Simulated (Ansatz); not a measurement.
`COCOC`. Total charge 0; spin multiplicity 1. Geometry: relaxed with PBE0-D4/def2-TZVP. It is one conformer, not always the lowest.

```xyz
13

C    -0.782    1.531   -0.732
O     0.196    0.563   -1.036
C     0.992    0.227    0.056
O     0.310   -0.447    1.064
C    -0.114   -1.736    0.682
H    -1.314    1.751   -1.657
H    -0.318    2.453   -0.358
H    -1.492    1.168    0.017
H     1.403    1.126    0.532
H     1.800   -0.394   -0.352
H    -0.593   -2.187    1.550
H     0.740   -2.357    0.381
H    -0.828   -1.699   -0.147
```

**Question.** What is the dipole moment at ωB97M-V/def2-TZVPP? (Estimate.)

**Answer.** Computed: 0.22 D, with components (-0.22, -0.05, -0.01) D in this frame, pointing from negative to positive charge.

**Question.** And with PBE, r2SCAN, B3LYP? (An estimate is asked.)

**Answer.** Ansatz gave: PBE 0.24 D, r2SCAN 0.23 D, B3LYP 0.23 D.

**Question.** Give the Mulliken charges with ωB97M-V, r2SCAN, PBE in def2-TZVPP. (Estimate.)

**Answer.** The calculation gave: 
```json
{"atom": "C1", "ωB97M-V": "-0.19", "r2SCAN": "-0.01", "PBE": "-0.15"}
{"atom": "O2", "ωB97M-V": "-0.31", "r2SCAN": "-0.33", "PBE": "-0.26"}
{"atom": "C3", "ωB97M-V": "0.10", "r2SCAN": "0.27", "PBE": "0.13"}
{"atom": "O4", "ωB97M-V": "-0.31", "r2SCAN": "-0.33", "PBE": "-0.26"}
{"atom": "C5", "ωB97M-V": "-0.19", "r2SCAN": "-0.01", "PBE": "-0.15"}
{"atom": "H6", "ωB97M-V": "0.13", "r2SCAN": "0.07", "PBE": "0.11"}
{"atom": "H7", "ωB97M-V": "0.10", "r2SCAN": "0.04", "PBE": "0.08"}
{"atom": "H8", "ωB97M-V": "0.12", "r2SCAN": "0.07", "PBE": "0.10"}
{"atom": "H9", "ωB97M-V": "0.10", "r2SCAN": "0.03", "PBE": "0.06"}
{"atom": "H10", "ωB97M-V": "0.10", "r2SCAN": "0.03", "PBE": "0.06"}
{"atom": "H11", "ωB97M-V": "0.13", "r2SCAN": "0.07", "PBE": "0.11"}
{"atom": "H12", "ωB97M-V": "0.10", "r2SCAN": "0.04", "PBE": "0.08"}
{"atom": "H13", "ωB97M-V": "0.12", "r2SCAN": "0.07", "PBE": "0.10"}
```

B3LYP here is the variant with VWN-RPA as its local correlation; programs differ in this.
